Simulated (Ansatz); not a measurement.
```yaml
crystal:
  periodic: [false, false, false]
  atoms:
    - {symbol: C, position_ang: [-0.545339, -0.004924, 0.001108]}
    - {symbol: Li, position_ang: [1.370874, 0.012378, -0.002786]}
    - {symbol: H, position_ang: [-0.989721, 0.995422, 0.003675]}
    - {symbol: H, position_ang: [-0.974343, -0.512429, 0.870916]}
    - {symbol: H, position_ang: [-0.977904, -0.509557, -0.868613]}
basis:
  gaussian: {orbitals: def2-TZVP}
hamiltonian: {xc: pbe0}
relax: {f_tol: 0.004, max_steps: 80}
```

```sh
$ ansatz run in.yaml --threads 1 --pin off --events-out ev --progress --plain --max-ram 2176MiB
```

Steps of the relaxation (energy above the last step; positions in Å, forces in eV/Å):

```
5
step 1, 9.3 meV
C    -0.545   -0.005    0.001   -0.206   -0.002    0.000
Li    1.371    0.012   -0.003    0.351    0.003   -0.001
H    -0.990    0.995    0.004   -0.050    0.163    0.000
H    -0.974   -0.512    0.871   -0.047   -0.083    0.142
H    -0.978   -0.510   -0.869   -0.048   -0.082   -0.142
```

```
5
step 2, 0.9 meV
C    -0.553   -0.005    0.001   -0.101   -0.001    0.000
Li    1.395    0.013   -0.003    0.103    0.001    0.000
H    -0.995    1.000    0.004   -0.001    0.040    0.000
H    -0.980   -0.515    0.875    0.000   -0.020    0.034
H    -0.983   -0.512   -0.873    0.000   -0.020   -0.035
```

```
5
step 3, 0.0 meV
C    -0.558   -0.005    0.001   -0.026    0.000    0.000
Li    1.404    0.013   -0.003    0.004    0.000    0.000
H    -0.997    1.003    0.004    0.008   -0.007    0.000
H    -0.981   -0.516    0.877    0.007    0.003   -0.006
H    -0.985   -0.513   -0.875    0.007    0.003    0.006
```

```
5
step 5, 0.0 meV
C    -0.559   -0.005    0.001    0.000    0.000    0.000
Li    1.404    0.013   -0.003    0.000    0.000    0.000
H    -0.996    1.003    0.004    0.000    0.000    0.000
H    -0.981   -0.516    0.878    0.000    0.000    0.000
H    -0.984   -0.513   -0.875    0.000    0.000    0.000
```

Close pairs at the end: C1–H3 1.099 Å, C1–H4 1.099 Å, C1–H5 1.099 Å, C1–Li2 1.962 Å.

A stationary point of restricted PBE0 after 5 steps (its stability towards spin polarisation wasn't tested); no frequencies were run, so it isn't proven a minimum. 3.2 s on 1 thread of Intel Xeon 6975P-C, shared host.
